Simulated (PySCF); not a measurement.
Redox energetics: propiolic acid

Molecule: propiolic acid, `C#CC(=O)O` (C3H2O2). Non-hydrogen atoms are numbered in `[CH:1]#[C:2][C:3](=[O:4])[OH:5]`.

Level of theory: ωB97X-D3(BJ)/ma-def2-TZVP single points in PySCF, grid level 2; every species was optimised with PBE0-D3(BJ)/ma-def2-SVP. Thermal corrections: PBE0-D3(BJ)/ma-def2-SVP frequencies, unscaled, ideal gas at 298.15 K and 1 bar, quasi-RRHO entropy.

Frontier levels of the parent: HOMO -10.99 eV, LUMO 0.54 eV.

Oxidation to the radical cation:
* Vertical ionisation energy (electronic): 11.09 eV
* Adiabatic ionisation energy (with zero-point energy): 10.70 eV
* Adiabatic, electronic part: 10.74 eV
* Vertical gap at the product's structure: 10.19 eV
* Inner reorganisation energy (four-point): 900 meV
* Relaxation of product / of parent: 349 / 550 meV
* ⟨S²⟩ of the product: 0.774
* Largest spin populations: O4 0.64, C1 0.37
* Largest changes of atomic charge: O4 0.33, C1 0.26, O5 0.14, C2 0.09
* Distances that move most (Å): C3–O5 1.336 → 1.274; C3–O4 1.203 → 1.236; C2–C3 1.449 → 1.421; C1–C2 1.210 → 1.230
* Potential in dichloromethane: 8.49 V absolute, 3.79 V against Fc+/Fc computed at 4.70 V (solvation -28 → -239 kJ/mol)

Reduction to the radical anion:
- Vertical electron affinity (electronic): -0.49 eV
- Adiabatic electron affinity (with zero-point energy): 0.16 eV
- Adiabatic, electronic part: 0.07 eV
- Vertical gap at the product's structure: 1.09 eV
- ⟨S²⟩ of the product: 0.766
- Largest spin populations: C1 0.47, C3 0.21, O4 0.19
- Largest changes of atomic charge: C1 -0.31, O4 -0.20, C3 -0.15, O5 -0.10
- Distances that move most (Å): C3–O5 1.336 → 1.402; C2–C3 1.449 → 1.385; C1–C2 1.210 → 1.268; C3–O4 1.203 → 1.252
- Potential in dichloromethane: 2.24 V absolute, -2.46 V against Fc+/Fc computed at 4.70 V (solvation -28 → -227 kJ/mol)

Solvents are IEF-PCM continua (electrostatics only, gas-phase structures); absolute potentials refer to an electron at rest in vacuum. Fc+/Fc in dichloromethane, 4.70 V, is ωB97X-D3(BJ)/ma-def2-TZVP on PBE0-D3(BJ)/def2-SVP structures with GFN2-xTB thermal terms. Benchmark calculations put it near 5.0 V in acetonitrile and DMSO, so it is about 0.3 V low, and the value against it can read up to that much too high.

Measured values (NIST Chemistry WebBook, evaluated or the median of agreeing entries): vertical ionisation energy 10.90 eV (computed 11.09, difference 0.19); adiabatic ionisation energy 10.45 eV (computed 10.70, difference 0.25).

Known limits: a negative vertical affinity means that the electron isn't bound at that structure, so the value and what is derived from it hang on the basis.

Run with `OMP_NUM_THREADS=1 python redox_run.py task.json out` on 1 thread of Arm Neoverse V1, a shared host. Structures, frequencies and single points: 8.9 min of wall time.
